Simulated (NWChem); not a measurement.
propane (C₃H₈); SMILES CCC

All runs: NWChem. All runs use the structure optimised with PBE0/def2-SVP. Ions are spin-unrestricted doublets at the neutral geometry; other ion states weren't tried. Functional: LC-ωPBE (HJS hole) with def2-SVP; rows give the range parameter ω in 1/bohr.

For range parameter (1/bohr) 0.40:

```
Item                                   Result
-------------------------------------  ------
vertical ionisation energy, ΔSCF (eV)   11.86
−ε(HOMO) (eV)                           11.88
```

Q: What are these values for range parameter (1/bohr) 0.10?

A: The vertical ionisation energy, ΔSCF (eV) comes out as 11.02 and the −ε(HOMO) (eV) is 9.07.
